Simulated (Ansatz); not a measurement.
System: fluorite SrCl2. Method: B3LYP (VWN-RPA form) (plane waves, PAW; Ansatz, a quantum-chemistry and plane-wave program).

Numerical settings: plane-wave cutoff 460 eV, 6×6×6 k mesh, Fermi–Dirac smearing 0.01 eV, scalar-relativistic PAW data made under PBE.

Properties against volume:

```csv
V (Å³/atom),P (GPa),direct gap at Γ (eV),smallest gap on the k mesh (eV)
27.608,2.94,7.414,7.046
28.248,1.93,7.308,6.950
28.992,0.90,7.190,6.842
29.503,0.27,7.111,6.770
30.478,-0.78,6.966,6.638
31.222,-1.46,6.861,6.542
```

The fundamental gap (6.74 eV at the equilibrium volume, on the SCF mesh) lies elsewhere than Γ–Γ.

Spin–orbit coupling is not included.
